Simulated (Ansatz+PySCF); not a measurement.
A calculation with PySCF 2.14.0.

```python
from pyscf import gto, scf, cc

mol = gto.M(atom="""
H 0.000000 0.000000 -1.395870
Cl 0.000000 0.000000 0.082110
""", basis='6-31g', charge=0, spin=0)
mf = scf.UHF(mol)
mf.kernel()
mycc = cc.CCSD(mf, frozen=5).run()
et = mycc.ccsd_t()
print(mf.e_tot, mycc.e_corr, et, mycc.e_tot + et)
```

The script is written out from the run's settings.

Results

```yaml
Converged: yes
Reference_energy: -460.02350 hartree
CCSD_correlation_energy: -0.06418 hartree
Triples_correction: -0.00052 hartree
Total_energy: -460.08820 hartree
```
